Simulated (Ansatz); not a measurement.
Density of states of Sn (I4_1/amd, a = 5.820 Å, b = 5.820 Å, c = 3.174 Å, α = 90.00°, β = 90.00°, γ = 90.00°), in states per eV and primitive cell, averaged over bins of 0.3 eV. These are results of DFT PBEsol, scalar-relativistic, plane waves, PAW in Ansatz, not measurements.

Settings: cutoff 420 eV, Γ-centred mesh 14×14×14 on the computed 2-atom cell, Gaussian smearing of 0.10 eV; no spin polarisation.

The cell is relaxed at this level. The states (both spins) are summed by tetrahedra on a 21×21×21 mesh at the self-consistent density. Energies are bin centres; the table starts no lower than −8 eV and ends at 6 eV, or lower where the solved bands end.

It is a metal at this level.

```csv
E − E_F (eV),total,Sn 5p,Sn 5s
-7.90,0.74,0.25,0.48
-7.60,0.85,0.26,0.59
-7.30,0.92,0.26,0.65
-7.00,1.03,0.27,0.75
-6.70,0.93,0.23,0.69
-6.40,0.54,0.18,0.36
-6.10,0.49,0.17,0.32
-5.80,0.52,0.18,0.34
-5.50,0.65,0.24,0.41
-5.20,0.59,0.23,0.35
-4.90,0.42,0.16,0.25
-4.60,0.43,0.22,0.21
-4.30,0.44,0.26,0.17
-4.00,0.51,0.35,0.15
-3.70,0.81,0.65,0.16
-3.40,0.93,0.76,0.16
-3.10,0.91,0.74,0.16
-2.80,0.90,0.74,0.15
-2.50,0.93,0.78,0.14
-2.20,0.96,0.83,0.12
-1.90,1.09,0.96,0.11
-1.60,1.23,1.09,0.12
-1.30,1.34,1.21,0.11
-1.00,1.18,1.05,0.11
-0.70,1.05,0.91,0.12
-0.40,0.96,0.81,0.13
-0.10,0.93,0.77,0.14
0.20,0.93,0.75,0.15
0.50,0.94,0.74,0.17
0.80,0.99,0.76,0.19
1.10,1.00,0.76,0.19
1.40,0.87,0.67,0.16
1.70,0.96,0.74,0.17
2.00,1.01,0.78,0.18
2.30,1.05,0.81,0.17
2.60,1.16,0.89,0.16
2.90,1.22,0.93,0.14
3.20,1.19,0.86,0.12
3.50,1.29,0.92,0.11
3.80,1.38,0.97,0.10
4.10,1.62,1.19,0.11
4.40,1.57,1.14,0.11
4.70,1.42,1.03,0.09
5.00,1.32,0.95,0.07
5.30,1.25,0.90,0.06
5.60,1.24,0.89,0.05
```

The columns after the total are the Löwdin projections on the occupied valence shells of the potentials. The rest of the total lies in shells that are empty in the free atom, which aren't projected, and between the atoms.

Cost: 1 run of about 0.76 core-minutes, on Arm Neoverse V2 (shared hosts).